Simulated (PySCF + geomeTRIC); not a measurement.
Species: C2H3O, SMILES `C[C]=O` (charge 0, multiplicity 2).

Q: Give a relaxed geometry from PBE0-D4/def2-TZVP (PySCF + geomeTRIC).

A: the end point of this relaxation (outside a Z-matrix the atoms follow the SMILES, hydrogens last).
Bonds (Å): C1–C2 1.497, C1–H4 1.094, C1–H5 1.092, C1–H6 1.092, C2–O3 1.175. Bond angles (°): C2–C1–H4 111.4, C2–C1–H5 108.5, C2–C1–H6 108.6, H4–C1–H5 110.6, H4–C1–H6 110.6, H5–C1–H6 107.1, C1–C2–O3 129.2.
